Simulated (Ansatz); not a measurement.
Basis-set extrapolation for `[C-]#[N+]C(C)(C)C` (PBE0-D4/def2-TZVP geometry, frozen core, Ansatz 0.2.0). Multiplicity 1, RHF reference.

```csv
,def2-TZVPP,def2-QZVPP
HF,-249.101206,-249.112246
MP2 correlation,-1.028946,-1.094527
CCSD(T) correlation,-1.123697,not run
```

Energies in hartree. Use E(X) = E(∞) + A·exp(−7.88·√X) for Hartree–Fock and E(X) = E(∞) + B·X^(−2.97) for correlation, with X = 3 and 4, and add CCSD(T) minus MP2 of the smaller set to the MP2 limit.

Question: What is the CCSD(T) energy at the basis-set limit?

Answer: HF limit: -249.112246 + (-0.011040) × 0.13774 = -249.11377. MP2 limit: -1.094527 + (-0.065581) × 0.74074 = -1.14311. Higher-order term: -1.123697 − (-1.028946) = -0.09475. Total: -250.35163 hartree, 332.7 kJ/mol below CCSD(T)/def2-TZVPP.
